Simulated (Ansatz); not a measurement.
Ansatz (a quantum-chemistry and plane-wave program) input (CCSD(T)/cc-pVDZ):

Ansatz 0.2 input:
```yaml
crystal:
  periodic: [false, false, false]
  atoms:
    - {symbol: C, position_ang: [-0.00006527, 1.39141257, -0.00447394]}
    - {symbol: C, position_ang: [1.22077397, 0.76913671, -0.00304165]}
    - {symbol: C, position_ang: [1.20886106, -0.62966963, 0.00146165]}
    - {symbol: C, position_ang: [0.00006185, -1.31836914, 0.00423908]}
    - {symbol: C, position_ang: [-1.20880197, -0.62977943, 0.00258798]}
    - {symbol: C, position_ang: [-1.22084613, 0.76902582, -0.00190415]}
    - {symbol: H, position_ang: [2.15354861, 1.31848741, -0.00524246]}
    - {symbol: H, position_ang: [2.14579117, -1.17328202, 0.00277323]}
    - {symbol: H, position_ang: [0.00011262, -2.40056166, 0.00771875]}
    - {symbol: H, position_ang: [-2.14568108, -1.17347691, 0.00477252]}
    - {symbol: H, position_ang: [-2.15367231, 1.31829180, -0.00323583]}
basis:
  gaussian:
    orbitals: cc-pVDZ
magnetization: {spin_polarized: true, initial_magnetization: 1}
correlation: {method: ccsd_t, electrons: outside_noble_gas}
```

End of the output:

```
determinant -6257.91978751 eV, -229.9743104206 hartree, with singles and doubles -6278.92135952 eV, -230.7461039567 hartree
6 core orbitals not correlated
reference -6260.85014907 eV, -230.0819992215 hartree; 15, 14 occupied and 88, 89 virtual orbitals, 1008 factors
second order -19.18799192 eV of doubles, -0.00000000 eV of singles
coupled cluster: 0.93 GiB planned
cycle   1  -21.15361410 eV  change   -7.2e-5 eV  update   3.3e-3
cycle   2  -21.15630249 eV  change   -2.7e-3 eV  update   2.1e-3
cycle   3  -21.15468546 eV  change    1.6e-3 eV  update   8.1e-4
cycle   4  -21.15563162 eV  change   -9.5e-4 eV  update   4.1e-4
cycle   5  -21.15743585 eV  change   -1.8e-3 eV  update   2.0e-4
cycle   6  -21.15805165 eV  change   -6.2e-4 eV  update   7.9e-5
cycle   7  -21.15804852 eV  change    3.1e-6 eV  update   2.8e-5
coupled cluster: 0.93 GiB planned
perturbative correction -0.95502253 eV, -0.0350964306 hartree
Total energy: -6282.96322012 eV, -230.8946395939 hartree
```

It need not be the lowest isomer of its formula.

The determinant is spin-contaminated: <S^2> is 1.33 against 0.75 for a pure state.
